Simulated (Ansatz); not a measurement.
Born–Oppenheimer molecular dynamics of H4OSi (6 atoms, charge 0, multiplicity 1). It starts from a relaxed structure.

All numbers below come from RKS PBE0/def2-SVP (Ansatz 0.2.0).

```json
{"ensemble": "NVE (velocity Verlet)", "time step": "0.25 fs", "steps asked": "100", "starting velocities drawn for": "300 K", "seed": "452614"}
```

First frame:

```xyz
6
Properties=species:S:1:pos:R:3
Si -0.021 -0.030 -0.040
H -0.095 0.023 1.454
H 1.401 0.053 -0.470
O -0.799 1.261 -0.749
H -1.738 1.353 -0.571
H -0.599 -1.341 -0.477
```

(1) What does the run give?

(2) What happens to the structure?

(3) How do temperature and energy run in time?

## Answers

(1) The run went to its last step.

```json
{
 "steps done": "100",
 "time covered": "25 fs",
 "mean temperature over the second half": "187 K",
 "spread of the potential energy over the second half": "4.4 meV per atom",
 "mean potential energy of the second half above the start": "9.7 meV per atom"
}
```

The conserved energy stayed within 0.014 meV per atom of its start (net change 0.011 meV per atom), so the integration is sound. A run of 0.025 ps of so small a system gives no equilibrium averages.

(2) The same pairs are bonded in the first frame and the last. Pairs count as bonded within 1.25 times the sum of covalent radii (0.12 Å more for H–H). Another seed would give other details.

(3) 
```tsv
time (fs)	T (K)	potential energy less start (eV)	conserved less start (meV/atom)
0	300	0.000	0.00
1.25	282	0.009	0.00
2.5	237	0.032	0.01
3.75	183	0.061	0.01
5	135	0.085	0.01
6.25	101	0.103	0.01
7.5	78	0.115	0.01
8.75	63	0.123	0.01
10	62	0.123	0.01
11.25	86	0.111	0.01
12.5	134	0.086	0.01
13.75	193	0.055	0.00
15	238	0.032	0.00
16.25	254	0.024	0.00
17.5	242	0.030	0.01
18.75	218	0.042	0.01
20	195	0.054	0.01
21.25	174	0.065	0.01
22.5	148	0.078	0.01
23.75	114	0.096	0.01
25	77	0.116	0.01
```

The run took 96 s on 1 thread of Arm Neoverse V1 (shared host), peak memory 0.089 GiB.
